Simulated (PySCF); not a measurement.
PySCF job for CH4, SMILES C (connectivity only; charge and spin as stated), charge +1, multiplicity 2, TDA-B3LYP/def2-TZVPD. The structure is a stationary point at ωB97X-D3(BJ)/def2-TZVPD. The spin state was assumed, not searched.

```python
import numpy as np
from pyscf import gto, scf, dft, tdscf

mol = gto.M(
    atom='''
    C     0.00000000   -0.00000000    0.00000000
    H    -0.74694932   -0.74694932   -0.37527250
    H    -0.74694931    0.74694932    0.37527250
    H     0.74694931   -0.74694931    0.37527250
    H     0.74694932    0.74694931   -0.37527250
    ''',
    basis='def2-TZVPD',
    charge=1,
    spin=1,
    max_memory=1600,
    verbose=4,
)
mf = dft.UKS(mol, xc='b3lyp').density_fit(auxbasis='def2-universal-jkfit')
mf.grids.level = 3
mf.conv_tol = 1e-9
mf.max_cycle = 100
mf.kernel()
fine, coarse = mf.grids, dft.Grids(mol).set(level=1).build(with_non0tab=True)
for _ in range(3):  # follow internal instabilities
    mf.grids = coarse
    mo, _, stable, _ = mf.stability(return_status=True, nroots=4)
    mf.grids = fine
    if stable:
        break
    mf.kernel(mf.make_rdm1(mo, mf.mo_occ))
mf.grids = dft.Grids(mol).set(level=1).build(with_non0tab=True)  # coarser grid for the response kernel
td = tdscf.TDA(mf)
td.nstates = 10
td.conv_tol = 1e-4
td.kernel(x0=td.get_init_guess(mf, 15))
td.analyze()
```

It prints:

```
PySCF version 2.14.0

[INPUT] verbose = 4
[INPUT] num. atoms = 5
[INPUT] num. electrons = 9
[INPUT] charge = 1
[INPUT] spin (= nelec alpha-beta = 2S) = 1
[INPUT] symmetry False subgroup None
[INPUT] Mole.unit = angstrom
[INPUT] Symbol           X                Y                Z      unit          X                Y                Z       unit  Magmom
[INPUT]  1 C      0.000000000000   0.000000000000   0.000000000000 AA    0.000000000000   0.000000000000   0.000000000000 Bohr   0.0
[INPUT]  2 H     -0.746949320000  -0.746949320000  -0.375272500000 AA   -1.411529643730  -1.411529643730  -0.709162247081 Bohr   0.0
[INPUT]  3 H     -0.746949310000   0.746949320000   0.375272500000 AA   -1.411529624833   1.411529643730   0.709162247081 Bohr   0.0
[INPUT]  4 H      0.746949310000  -0.746949310000   0.375272500000 AA    1.411529624833  -1.411529624833   0.709162247081 Bohr   0.0
[INPUT]  5 H      0.746949320000   0.746949310000  -0.375272500000 AA    1.411529643730   1.411529624833  -0.709162247081 Bohr   0.0

nuclear repulsion = 13.0961938003339
number of shells = 33
number of NR pGTOs = 96
number of NR cGTOs = 73
basis = def2-TZVPD
ecp = {}


[settings echo left out]
init E= -40.2851690022237
  alpha nocc = 5  HOMO = -0.326904454657107  LUMO = -0.0171365330704116
  beta  nocc = 4  HOMO = -0.478521999016135  LUMO = -0.326904454657122

WARN: HOMO -0.326904454657107 >= LUMO -0.326904454657122

cycle= 1 E= -40.0611757420629  delta_E= 0.224  |g|= 0.108  |ddm|= 0.908
  alpha nocc = 5  HOMO = -0.702285858047809  LUMO = -0.250853636065436
  beta  nocc = 4  HOMO = -0.800383601592567  LUMO = -0.562577673602952
  HOMO = -0.702285858048  LUMO = -0.562577673603  gap/eV = 3.80165
cycle= 2 E= -40.0684303232211  delta_E= -0.00725  |g|= 0.0738  |ddm|= 0.206
  alpha nocc = 5  HOMO = -0.672158801212394  LUMO = -0.231196232345989
  beta  nocc = 4  HOMO = -0.768176349811176  LUMO = -0.529476746012971
  HOMO = -0.672158801212  LUMO = -0.529476746013  gap/eV = 3.88258
cycle= 3 E= -40.0709714596908  delta_E= -0.00254  |g|= 0.0189  |ddm|= 0.0747
  alpha nocc = 5  HOMO = -0.674193608012395  LUMO = -0.229553764538337
  beta  nocc = 4  HOMO = -0.767737208394645  LUMO = -0.527906275073704
  HOMO = -0.674193608012  LUMO = -0.527906275074  gap/eV = 3.98068
cycle= 4 E= -40.0711476566008  delta_E= -0.000176  |g|= 0.00105  |ddm|= 0.0202
  alpha nocc = 5  HOMO = -0.674931476147826  LUMO = -0.22989554550591
  beta  nocc = 4  HOMO = -0.768294899654632  LUMO = -0.527999856780536
  HOMO = -0.674931476148  LUMO = -0.527999856781  gap/eV = 3.99821
cycle= 5 E= -40.0711485484746  delta_E= -8.92e-07  |g|= 0.000113  |ddm|= 0.00157
  alpha nocc = 5  HOMO = -0.674962523128521  LUMO = -0.229906548913167
  beta  nocc = 4  HOMO = -0.768296443568205  LUMO = -0.527974924484237
  HOMO = -0.674962523129  LUMO = -0.527974924484  gap/eV = 3.99974
cycle= 6 E= -40.0711485593791  delta_E= -1.09e-08  |g|= 1.38e-05  |ddm|= 0.000171
  alpha nocc = 5  HOMO = -0.674965023187582  LUMO = -0.229909764914978
  beta  nocc = 4  HOMO = -0.768299021925772  LUMO = -0.527976330406858
  HOMO = -0.674965023188  LUMO = -0.527976330407  gap/eV = 3.99977
cycle= 7 E= -40.0711485596569  delta_E= -2.78e-10  |g|= 4.07e-06  |ddm|= 2.83e-05
  alpha nocc = 5  HOMO = -0.674964288680595  LUMO = -0.229909540401572
  beta  nocc = 4  HOMO = -0.768298281203189  LUMO = -0.527975542080537
  HOMO = -0.674964288681  LUMO = -0.527975542081  gap/eV = 3.99977
Extra cycle  E= -40.0711485596777  delta_E= -2.08e-11  |g|= 1.86e-06  |ddm|= 6.55e-06
converged SCF energy = -40.0711485596777  <S^2> = 0.75205248  2S+1 = 2.0020514
tot grids = 15072
uhf_internal: lowest eigs of H = [0.30648611 0.30648669 0.66825734 0.76439068]
<class 'pyscf.df.df_jk.DFUKS'> wavefunction is stable in the internal stability analysis
tot grids = 15072


******** <class 'pyscf.tdscf.uks.TDA'> for <class 'pyscf.df.df_jk.DFUKS'> ********
nstates = 10
deg_eia_thresh = 1.000e-03
wfnsym = None
conv_tol = 0.0001
eigh lindep = 1e-12
eigh level_shift = 0
eigh max_cycle = 100


Excitation energies (eV)
[ 4.40733301  4.40733305  9.51506779 10.7953716  11.72189678 11.72189686
 11.88431519 12.96824307 12.96824311 13.51871913]

** Excitation energies and oscillator strengths **
Excited State   1:      4.40733 eV    281.31 nm  f=0.0147
       4b ->    5b      0.99074
Excited State   2:      4.40733 eV    281.31 nm  f=0.0147
       3b ->    5b     -0.99074
Excited State   3:      9.51507 eV    130.30 nm  f=0.0000
       5a ->    6a      0.98911
Excited State   4:     10.79537 eV    114.85 nm  f=0.0557
       5a ->    7a     -0.95292
       2b ->    5b     -0.27430
Excited State   5:     11.72190 eV    105.77 nm  f=0.0012
       4a ->    6a      0.63524
       4a ->    7a     -0.11284
       5a ->    8a     -0.17879
       4b ->    6b     -0.71280
       4b ->    7b      0.13628
Excited State   6:     11.72190 eV    105.77 nm  f=0.0012
       3a ->    6a      0.63524
       3a ->    7a      0.11284
       5a ->    9a     -0.17879
       3b ->    6b     -0.71280
       3b ->    7b     -0.13628
Excited State   7:     11.88432 eV    104.33 nm  f=0.0297
       3a ->   12a      0.10127
       4a ->   11a     -0.10127
       5a ->    7a     -0.28085
       5a ->   14a      0.12661
       2b ->    5b      0.92662
Excited State   8:     12.96824 eV     95.61 nm  f=0.0069
       4a ->    6a     -0.38263
       4a ->    7a     -0.11460
       5a ->    8a     -0.88835
       5a ->   11a     -0.13493
       4b ->    7b      0.13114
Excited State   9:     12.96824 eV     95.61 nm  f=0.0069
       3a ->    6a     -0.38263
       3a ->    7a      0.11460
       5a ->    9a     -0.88835
       5a ->   12a     -0.13493
       3b ->    7b     -0.13114
Excited State  10:     13.51872 eV     91.71 nm  f=0.0031
       4a ->    7a     -0.45282
       5a ->    8a      0.12750
       5a ->   11a      0.10270
       4b ->    6b      0.25564
       4b ->    7b      0.82411

** Transition electric dipole moments (AU) **
state          X           Y           Z        Dip. S.      Osc.
  1        -0.2607     -0.2607     -0.0000      0.1359      0.0147
  2        -0.2607      0.2607      0.0000      0.1359      0.0147
  3        -0.0000     -0.0000     -0.0000      0.0000      0.0000
  4        -0.0000     -0.0000     -0.4590      0.2106      0.0557
  5        -0.0459     -0.0459      0.0000      0.0042      0.0012
  6         0.0459     -0.0459      0.0000      0.0042      0.0012
  7         0.0000     -0.0000      0.3193      0.1020      0.0297
  8        -0.1040     -0.1040      0.0000      0.0216      0.0069
  9         0.1040     -0.1040      0.0000      0.0216      0.0069
 10         0.0685      0.0685     -0.0000      0.0094      0.0031

** Transition velocity dipole moments (imaginary part, AU) **
state          X           Y           Z        Dip. S.      Osc.
  1         0.0172      0.0172      0.0000      0.0006      0.0024
  2         0.0172     -0.0172     -0.0000      0.0006      0.0024
  3        -0.0000      0.0000     -0.0000      0.0000      0.0000
  4        -0.0000     -0.0000     -0.1751      0.0306      0.0515
  5        -0.0149     -0.0149      0.0000      0.0004      0.0007
  6         0.0149     -0.0149      0.0000      0.0004      0.0007
  7         0.0000     -0.0000      0.0163      0.0003      0.0004
  8        -0.0587     -0.0587      0.0000      0.0069      0.0096
  9         0.0587     -0.0587      0.0000      0.0069      0.0096
 10         0.0519      0.0519     -0.0000      0.0054      0.0072

** Transition magnetic dipole moments (imaginary part, AU) **
state          X           Y           Z
  1        -0.6077      0.6077     -0.0000
  2        -0.6077     -0.6077      0.0000
  3        -0.0000      0.0000     -0.0000
  4         0.0000      0.0000      0.0000
  5        -0.0965      0.0965     -0.0000
  6         0.0965      0.0965     -0.0000
  7        -0.0000      0.0000     -0.0000
  8        -0.3114      0.3114     -0.0000
  9         0.3114      0.3114     -0.0000
 10         0.1436     -0.1436      0.0000
```

Self-consistency was reached.
